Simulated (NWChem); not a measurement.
Everything below was run with NWChem. System: ethylene (C2H4), charge 0, spin multiplicity 1, at a geometry optimised with PBE/def2-SVP. Level: CIS/def2-SVPD.

The NWChem input:

```
start mol
memory heap 200 mb stack 900 mb global 1100 mb
geometry units angstroms nocenter noautoz
  C      0.000000     0.000000     0.670281
  C      0.000000     0.000000    -0.670281
  H      0.937449     0.000000     1.250738
  H     -0.937449     0.000000     1.250738
  H     -0.937449     0.000000    -1.250738
  H      0.937449     0.000000    -1.250738
  symmetry group D2h
end
basis spherical
  * library def2-svpd
end
dft
  xc hfexch
  semidirect memsize 60000000 filesize 0
  iterations 100
end
tddft
  cis
  nroots 6
  notriplet
  thresh 1e-4
end
task tddft energy
```

Part of the output:

```
             Northwest Computational Chemistry Package (NWChem) 7.3.0
             --------------------------------------------------------

                                NWChem Input Module
                                -------------------

 Scaling coordinates for geometry "geometry" by  1.889725989
 (inverse scale =  0.529177249)

 Turning off AUTOSYM since
 SYMMETRY directive was detected!

                             Geometry "geometry" -> ""
                             -------------------------

 Output coordinates in angstroms (scale by  1.889725989 to convert to a.u.)

  No.       Tag          Charge          X              Y              Z
 ---- ---------------- ---------- -------------- -------------- --------------
    1 C                    6.0000     0.00000000     0.00000000     0.67028100
    2 C                    6.0000     0.00000000     0.00000000    -0.67028100
    3 H                    1.0000     0.93744900     0.00000000     1.25073800
    4 H                    1.0000    -0.93744900     0.00000000     1.25073800
    5 H                    1.0000    -0.93744900     0.00000000    -1.25073800
    6 H                    1.0000     0.93744900     0.00000000    -1.25073800

 Effective nuclear repulsion energy (a.u.)      32.9967627881

            Nuclear Dipole moment (a.u.)
            ----------------------------
        X                 Y               Z
 ---------------- ---------------- ----------------
     0.0000000000     0.0000000000     0.0000000000

      Symmetry information
      --------------------

 Group name             D2h
 Group number             26
 Group order               8
 No. of unique centers     2

      Symmetry unique atoms

     1    3


 Summary of "ao basis" -> "" (spherical)
 ------------------------------------------------------------------------------
       Tag                 Description            Shells   Functions and Types
 ---------------- ------------------------------  ------  ---------------------
 *                         def2-svpd                  on all atoms

  xc_inp: hfexch multiplicative factor not found.

                                 NWChem DFT Module
                                 -----------------

 Summary of "ao basis" -> "ao basis" (spherical)
 ------------------------------------------------------------------------------
       Tag                 Description            Shells   Functions and Types
 ---------------- ------------------------------  ------  ---------------------
 C                         def2-svpd                 8       20   4s2p2d
 H                         def2-svpd                 4        8   2s2p

 Summary of "ao basis" -> "ao basis" (spherical)
 ------------------------------------------------------------------------------
       Tag                 Description            Shells   Functions and Types
 ---------------- ------------------------------  ------  ---------------------
 C                         def2-svpd                 8       20   4s2p2d
 H                         def2-svpd                 4        8   2s2p

      Symmetry analysis of basis
      --------------------------

        ag         16
        au          4
        b1g         4
        b1u        16
        b2g        10
        b2u         6
        b3g         6
        b3u        10

            General Information
            -------------------
          SCF calculation type: DFT
          Wavefunction type:  closed shell.
          No. of atoms     :     6
[...]
     Magnetic Dipole                               0.0000000000
     Total Oscillator Strength                     0.5716547344

          sigma_e =   1.7445 Angstrom
          sigma_h =   1.2462 Angstrom
         |d_h->e| =   0.0000 Angstrom
            d_exc =   2.1028 Angstrom
            d_CD1 =   0.4984 Angstrom
            d_CD2 =  -1.4954 Angstrom
            d_CD3 =   2.1028 Angstrom
     Pearson C.C. =   0.0402

     Occ.    4  b1u ---  Virt.    9  ag      -0.07704
     Occ.    4  b1u ---  Virt.   23  ag       0.05705
     Occ.    5  b3u ---  Virt.   14  b2g      0.06912
     Occ.    5  b3u ---  Virt.   33  b2g     -0.05141
     Occ.    6  ag  ---  Virt.   34  b1u      0.05641
     Occ.    6  ag  ---  Virt.   37  b1u     -0.08853
     Occ.    7  b2g ---  Virt.   12  b3u     -0.07320
     Occ.    7  b2g ---  Virt.   19  b3u      0.09025
     Occ.    7  b2g ---  Virt.   29  b3u     -0.06239
     Occ.    8  b2u ---  Virt.   11  b3g     -0.96451
     Occ.    8  b2u ---  Virt.   22  b3g     -0.09712
  ----------------------------------------------------------------------------
  Root   3 singlet b3g            0.322057379 a.u.                8.7636 eV
  ----------------------------------------------------------------------------
     Transition Moments    X -0.00000   Y  0.00000   Z -0.00000
     Transition Moments   XX  0.00000  XY  0.00000  XZ -0.00000
     Transition Moments   YY  0.00000  YZ -1.21590  ZZ -0.00000
     Dipole Oscillator Strength                    0.0000000000
     Electric Quadrupole                           0.0000002630
     Magnetic Dipole                               0.0000001267
     Total Oscillator Strength                     0.0000003897

          sigma_e =   3.1299 Angstrom
          sigma_h =   1.2376 Angstrom
         |d_h->e| =   0.0000 Angstrom
            d_exc =   3.3604 Angstrom
            d_CD1 =   1.8923 Angstrom
            d_CD2 =  -2.1837 Angstrom
            d_CD3 =   3.3604 Angstrom
     Pearson C.C. =   0.0046

     Occ.    6  ag  ---  Virt.   11  b3g      0.06759
     Occ.    8  b2u ---  Virt.   10  b1u      0.98114
     Occ.    8  b2u ---  Virt.   18  b1u      0.06447
     Occ.    8  b2u ---  Virt.   21  b1u     -0.07019
     Occ.    8  b2u ---  Virt.   25  b1u     -0.14681
  ----------------------------------------------------------------------------
  Root   4 singlet b1g            0.333153207 a.u.                9.0656 eV
  ----------------------------------------------------------------------------
     Transition Moments    X -0.00000   Y -0.00000   Z  0.00000
     Transition Moments   XX -0.00000  XY -1.21552  XZ  0.00000
     Transition Moments   YY -0.00000  YZ -0.00000  ZZ  0.00000
     Dipole Oscillator Strength                    0.0000000000
     Electric Quadrupole                           0.0000002909
     Magnetic Dipole                               0.0000047967
     Total Oscillator Strength                     0.0000050877

          sigma_e =   1.8895 Angstrom
          sigma_h =   1.4421 Angstrom
         |d_h->e| =   0.0000 Angstrom
            d_exc =   2.3430 Angstrom
            d_CD1 =   0.4473 Angstrom
            d_CD2 =  -1.6658 Angstrom
            d_CD3 =   2.3430 Angstrom
     Pearson C.C. =   0.0294

     Occ.    5  b3u ---  Virt.   27  b2u      0.05637
     Occ.    7  b2g ---  Virt.   11  b3g      0.78400
     Occ.    7  b2g ---  Virt.   22  b3g      0.18040
     Occ.    8  b2u ---  Virt.   12  b3u      0.55975
     Occ.    8  b2u ---  Virt.   19  b3u      0.05425
     Occ.    8  b2u ---  Virt.   26  b3u      0.16111
  ----------------------------------------------------------------------------
  Root   5 singlet b1g            0.344082959 a.u.                9.3630 eV
  ----------------------------------------------------------------------------
     Transition Moments    X -0.00000   Y  0.00000   Z -0.00000
     Transition Moments   XX  0.00000  XY -0.23657  XZ  0.00000
     Transition Moments   YY  0.00000  YZ  0.00000  ZZ -0.00000
     Dipole Oscillator Strength                    0.0000000000
     Electric Quadrupole                           0.0000000121
     Magnetic Dipole                               0.0000014568
     Total Oscillator Strength                     0.0000014690

          sigma_e =   2.1709 Angstrom
          sigma_h =   1.3491 Angstrom
         |d_h->e| =   0.0000 Angstrom
            d_exc =   2.5407 Angstrom
            d_CD1 =   0.8218 Angstrom
            d_CD2 =  -1.7600 Angstrom
            d_CD3 =   2.5407 Angstrom
     Pearson C.C. =   0.0132

     Occ.    7  b2g ---  Virt.   11  b3g      0.57119
     Occ.    7  b2g ---  Virt.   22  b3g      0.12614
     Occ.    8  b2u ---  Virt.   12  b3u     -0.77810
     Occ.    8  b2u ---  Virt.   26  b3u     -0.20940
  ----------------------------------------------------------------------------
  Root   6 singlet b3g            0.377701183 a.u.               10.2778 eV
  ----------------------------------------------------------------------------
     Transition Moments    X -0.00000   Y -0.00000   Z -0.00000
     Transition Moments   XX  0.00000  XY -0.00000  XZ  0.00000
     Transition Moments   YY  0.00000  YZ  1.15656  ZZ  0.00000
     Dipole Oscillator Strength                    0.0000000000
     Electric Quadrupole                           0.0000003838
     Magnetic Dipole                               0.0000106331
     Total Oscillator Strength                     0.0000110169

          sigma_e =   1.4780 Angstrom
          sigma_h =   1.2465 Angstrom
         |d_h->e| =   0.0000 Angstrom
            d_exc =   1.9136 Angstrom
            d_CD1 =   0.2316 Angstrom
            d_CD2 =  -1.3622 Angstrom
            d_CD3 =   1.9136 Angstrom
     Pearson C.C. =   0.0207

     Occ.    3  ag  ---  Virt.   11  b3g      0.10603
     Occ.    3  ag  ---  Virt.   22  b3g      0.06163
     Occ.    6  ag  ---  Virt.   11  b3g     -0.93746
     Occ.    6  ag  ---  Virt.   22  b3g     -0.28720
     Occ.    6  ag  ---  Virt.   32  b3g      0.05132
     Occ.    6  ag  ---  Virt.   42  b3g      0.07148
     Occ.    8  b2u ---  Virt.   10  b1u      0.07891
     Occ.    8  b2u ---  Virt.   18  b1u     -0.05130

              Target root =      1
          Target symmetry = none
      Ground state energy =    -77.978737288511
        Excitation energy =      0.289187960313
     Excited state energy =    -77.689549328198

  stored tddft:energy   -77.689549328198098

 Task  times  cpu:        8.7s     wall:        8.7s

 Total times  cpu:        8.7s     wall:        8.7s
```
